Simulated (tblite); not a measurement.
Compound: COS.
SMILES: `O=C=S`

Method: GFN2-xTB as coded in tblite; computed harmonic values from a numerical Hessian at the method's own geometry, unscaled. The method is semi-empirical: single wavenumbers can be off by several per cent or more.

Harmonic wavenumbers (cm⁻¹): 429.9, 429.9, 952.3, 2197.8.

B = 6221 MHz (linear); mass 59.967 u (most abundant isotopes); point group C∞v, symmetry number 1.

Zero-point energy?

Half the sum of the wavenumbers: 2005 cm⁻¹ = 5.73 kcal/mol.

What is S at 273.15 K and 1 bar for an ideal gas of classical rigid rotors and harmonic oscillators?

Translation 37.78, rotation 15.54, vibration 1.56: S = 54.9 cal/(mol K).

And Cp and H(273.15 K) − H(0)?

Cp = 9.93 cal/(mol K), of which vibrations give 2.98 (their classical limit is 4 R = 7.9); H(273.15 K) − H(0) = 2.20 kcal/mol without the zero-point energy, 0.30 from vibrations.

Which modes carry the vibrational entropy at 273.15 K?

429.9 cm⁻¹: 0.74; 429.9 cm⁻¹: 0.74; 952.3 cm⁻¹: 0.08; 2197.8 cm⁻¹: 0.00 cal/(mol K).

What must be added to the electronic energy to get the Gibbs energy at 273.15 K and 1 bar?

ZPE + [H(273.15 K) − H(0)] − T·S = 5.73 + 2.20 − 14.99 = -7.06 kcal/mol.

How do the functions run with temperature in this model?

```
T (K)  S (cal/(mol K))  Cp (cal/(mol K))  H − H(0) (kcal/mol)  G − H(0) (kcal/mol)  ln q(vib)
  100             46.4               7.3                 0.70                -3.94       0.00
  200             51.9               8.9                 1.51                -8.88       0.09
  300             55.8              10.2                 2.47               -14.27       0.28
  500             61.4              11.7                 4.68               -26.04       0.75
  800             67.2              12.9                 8.39               -45.39       1.46
 1000             70.2              13.4                11.03               -59.14       1.88
```

q(vib) and H(0) count from the zero-point level.
